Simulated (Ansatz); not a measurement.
A made-up structure of C2H6Al (charge +1), singlet:

```
9
angstrom
C -0.7396 1.0597 -0.8416
Al -0.0007 0.0003 0.0010
C 0.7395 -1.0597 0.8418
H -1.7045 0.5479 -1.2017
H -0.0217 1.3252 -1.7002
H -0.9343 1.9395 -0.1271
H 1.0141 -1.8994 0.1053
H -0.0112 -1.3925 1.6468
H 1.6584 -0.5211 1.2757
```

It is relaxed with PBE-D4/def2-SVP and then PBE0-D4/def2-TZVP (Ansatz 0.2.0). Atoms count as bonded within 1.22 times the sum of their covalent radii (H–H: 0.88 Å). The end point is not checked to be a true minimum.

(1) Does its bonding change? (A judgement: the text doesn't fix the answer.)

## Answers

(1) The calculation gives: No: no bond forms or breaks.

Where it ends: The first stage lowers the energy by 4.65 eV in 6 steps. It ends as C₂H₆Al ([CH3][Al][CH3]), total charge +1:
```xyz
9
angstrom
C -0.9131 1.3084 -1.0393
Al 0.0001 -0.0000 -0.0001
C 0.9131 -1.3084 1.0392
H -1.9116 0.9505 -1.3073
H -0.3580 1.5178 -1.9585
H -1.0154 2.2388 -0.4727
H 1.3337 -2.0824 0.3903
H 0.2236 -1.7806 1.7453
H 1.7276 -0.8441 1.6031
```

Labels in which every atom is bracketed show which atoms are joined, not bond orders.

For scale, one of the runs: PBE0-D4/def2-TZVP relaxation, 135 basis functions, launched by `ansatz run in.yaml --threads 2 --pin off --events-out ev --progress --plain --max-ram 4352MiB`. The run took about 3.7 s on 2 CPU threads of an AMD EPYC 9R45 (shared host).
